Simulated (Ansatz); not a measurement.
The same path of CH6Si + ClH (10 atoms, charge 0, multiplicity 1) was run twice with different band settings. Lost on the way: Si1–H2, H6–Cl7. Made: Si1–Cl7, H2–H6.

Method: RKS PBE-D4/def2-SVP (Ansatz).

Relaxed end points:

```xyz
10
Properties=species:S:1:pos:R:3
Si -0.837 -0.545 -0.256
H 0.173 -1.085 -1.249
H -1.752 -1.688 0.097
H -1.634 0.515 -0.965
C 0.054 0.143 1.255
H 1.350 0.312 -1.786
Cl 1.925 1.483 -1.787
H 0.610 -0.656 1.786
H -0.666 0.596 1.967
H 0.776 0.924 0.940
```

```xyz
10
Properties=species:S:1:pos:R:3
Si -1.055 0.403 -0.345
H 2.221 -1.795 -1.162
H -1.612 -0.931 -0.754
H -2.182 1.379 -0.159
C -0.004 0.271 1.204
H 1.878 -1.162 -1.432
Cl 0.124 1.107 -1.927
H 0.813 -0.464 1.061
H -0.629 -0.060 2.060
H 0.445 1.252 1.456
```

Common settings: movable images 5; spring 5.0 eV/Å²; start path through a guess of the saddle point; force threshold 0.05 eV/Å; iteration limit 60; end points relaxed.

| run | climbing image | optimiser |
| --- | --- | --- |
| 1 | yes | quadratic models (default) |
| 2 | from the first iteration | lbfgs |

Q: What does each run give, and how far can it be trusted?

A: Run 1: converged after 31 iterations, highest image 1.352 eV above the first end. Neighbouring images differ by up to 1.5 eV, so the band resolves the path poorly. A vibrational analysis at the climbing image gives one clearly imaginary mode, 872i cm⁻¹: a first-order saddle point.
Run 2: converged after 56 iterations, highest image 1.401 eV above the first end. Neighbouring images differ by up to 1.3 eV, so the band resolves the path poorly. The order of the stationary point at the top wasn't checked.
The orbitals stay closed-shell, which can raise the energy where a bond breaks towards radicals; this wasn't checked here.
